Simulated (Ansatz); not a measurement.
Geometry optimisation, RKS CAM-B3LYP/6-31G in Ansatz 0.2.0.

Input file:

```yaml
crystal:
  periodic: [false, false, false]
  atoms:
    - { symbol: O, position_ang: [0.65076, 0.09043, -1.34341] }
    - { symbol: C, position_ang: [0.0517, -0.49016, -0.42286] }
    - { symbol: S, position_ang: [-0.74143, 0.84692, 1.04563] }
    - { symbol: H, position_ang: [0.63068, -1.0817, 0.32399] }
    - { symbol: H, position_ang: [-0.93168, -0.97658, -0.61854] }
    - { symbol: H, position_ang: [0.33998, 1.61108, 1.01519] }
total_charge: -1
basis:
  gaussian: { orbitals: "6-31G" }
hamiltonian:
  xc: cam_b3lyp
relax:
  f_tol: 0.015
  max_steps: 40
output:
  orbitals: {}
```

Run as:

```bash
$ ansatz run input.yaml --threads 1 --pin off --max-ram 2048MiB --backend cpu --events-out ev --progress --plain --runs-dir out
```

**Question.** Where does it end, and by what steps?

**Answer.** The run converged. The force dipped under the threshold on the way, but the program's further checks kept it going. Limits of this set-up: no polarisation functions, an anion without diffuse functions. After 27 steps the energy has fallen by 0.495 eV; O1 moved furthest, 0.72 Å.

```csv
step,energy less start (eV),largest force component (eV/Å),accepted
0,0.0000,1.974,yes
1,-0.2000,1.374,yes
2,-0.3042,1.236,yes
3,-0.4171,0.701,yes
4,-0.4656,0.451,yes
5,-0.4772,0.323,yes
6,-0.4753,0.605,no
7,-0.4862,0.121,yes
8,-0.4889,0.149,yes
9,-0.4882,0.321,no
10,-0.4908,0.207,yes
11,-0.4930,0.037,yes
12,-0.4931,0.043,yes
13,-0.4938,0.016,yes
14,-0.4881,0.299,no
15,-0.4942,0.004,yes
16,-0.4921,0.262,no
17,-0.4944,0.045,yes
18,-0.4936,0.157,no
19,-0.4946,0.028,yes
20,-0.4947,0.020,yes
21,-0.4947,0.020,yes
22,-0.4948,0.024,yes
23,-0.4948,0.025,yes
24,-0.4948,0.019,yes
25,-0.4948,0.030,no
26,-0.4948,0.016,yes
27,-0.4948,0.012,yes
```

```xyz
6
Properties=species:S:1:pos:R:3
O 0.729 -0.473 -1.791
C 0.170 -0.743 -0.716
S -0.942 1.145 1.365
H 0.720 -0.864 0.224
H -0.908 -0.922 -0.640
H 0.230 1.857 1.558
```

Run time: 73 s on 1 thread of Arm Neoverse N1, with other jobs on the host, peak memory 0.12 GiB.
